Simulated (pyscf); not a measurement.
Optimised with ωB97X-D3(BJ)/def2-SVP in PySCF. Correlated levels are frozen-core, on RHF or UHF. ΔMP2 is the change of the MP2 total energy from the triple- to the quadruple-zeta basis.

Question: Estimate by transition-state theory the rate constant of H₂N–B(Cl)–Cl + hydrogen fluoride (HF) → H₂N–B(F)–Cl + hydrogen chloride (HCl) (singlet surface; B–Cl, F–H broken, B–F, Cl–H formed) at 298 K, with CCSD(T)/def2-TZVPP + ΔMP2(QZVPP) energies (ideal gas, 1 atm, RRHO with modes under 100 cm⁻¹ raised to 100, one conformer, R ln 2 for rigid chiral ones; no tunnelling).

Answer: The electronic barrier is 26.5 kcal/mol and the thermal terms add +7.3, so ΔG‡ = 33.8 kcal/mol. With k_BT/h = 6.21e+12 s⁻¹ and RT = 0.592 kcal/mol, and a volume of 4.06e-20 cm³ per molecule at 1 atm, k = 4.0e-32 cm³ molecule⁻¹ s⁻¹. Wigner's tunnelling factor for 768i cm⁻¹ would be 1.57, likely too low at so high a frequency. A shift of 1 kcal/mol in the barrier changes k by a factor 5.4. One saddle was located; it need not be the lowest between these sides. The CCSD(T) − MP2 part came from Ansatz, without density fitting, on the same reference.
